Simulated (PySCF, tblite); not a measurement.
# C4H7O2 radical: geometry, infrared bands and EPR parameters

Wanted: the infrared bands and EPR parameters of C4H7O2 radical (`CO[CH]CC=O`), by calculation.

The runs use tblite 0.8.0 and PySCF 2.14.0, with density-fitted response routines of our own; the level of theory stands in each step. All values are computed, except where a source is named. Atoms count from 0, in the outputs and in this text.

## (1) The molecule as given

13 atoms, charge 0, multiplicity 2; geometry from: force field or distance geometry start.

Bonds of the start (Å): C0–O1 1.41, O1–C2 1.38, C2–C3 1.51, C3–C4 1.49, C4–O5 1.23, C0–H6 1.11, C0–H7 1.11, C0–H8 1.09, C2–H9 1.09, C3–H10 1.10, C3–H11 1.13, C4–H12 1.09.

## (2) Optimising the geometry with GFN2-xTB

What the job is given:

```
{"job": {"kind": "relax", "xc": "GFN2-xTB", "basis": "xTB"}, "charge": 0, "multiplicity": 2}
C      2.258900    -0.090200    -0.017100
O      1.001000     0.552900     0.003500
C      0.060100    -0.422200    -0.270300
C     -1.190600    -0.261900     0.565000
C     -2.129300     0.643100    -0.156000
O     -1.901900     1.849700    -0.112600
H      2.915500     0.341700     0.768300
H      2.673000     0.081400    -1.034200
H      2.101300    -1.165500     0.088600
H     -0.130600    -0.581900    -1.327000
H     -0.985800     0.082500     1.592100
H     -1.692200    -1.273200     0.593200
H     -2.983900     0.243900    -0.711400
```

The run is started by

```
OMP_NUM_THREADS=1 python probes_run.py task.json out
```

This one command runs all jobs of the session in turn.

**Question.** This job is followed by: GFN2-xTB harmonic vibrations, gas phase; UKS B3LYP, pcH-1 on C H O, non-relativistic, mean-field spin-orbit, GIAO. What will the session give for the following? strongest single infrared mode (GFN2-xTB); zero-point energy (GFN2-xTB); g(iso) (B3LYP); ⟨S²⟩; largest a(iso) (averaged by class); potential on the surface of density 0.002 e/bohr³, 1st and 99th percentile.

The runs gave:

```
                                                                  quantity                  value
                                 strongest single infrared mode (GFN2-xTB)  1673 cm⁻¹, 419 km/mol
                                              zero-point energy (GFN2-xTB)          63.2 kcal/mol
                                                            g(iso) (B3LYP)                2.00485
                                                                      ⟨S²⟩     0.759 (exact 0.75)
                                        largest a(iso) (averaged by class)    13C on C2, 70.2 MHz
potential on the surface of density 0.002 e/bohr³, 1st and 99th percentile     -1.96 V and 1.28 V
```

**Reading.** Over 113 steps the energy fell by 0.863 eV; of the close pairs, C3–H11 changed most, 1.129 to 1.085 Å. No mode is imaginary among the 33: a minimum at this level. The strongest single mode, at 1673 cm⁻¹, moves mainly C4 and O5. GFN2-xTB is a fitted tight-binding method: band positions and strengths are rough. Its intensities can rank the bands wrongly. Most of the unpaired spin sits on C2 (0.70 e). The isotropic g lies 2.5 ppt above the free-electron value.
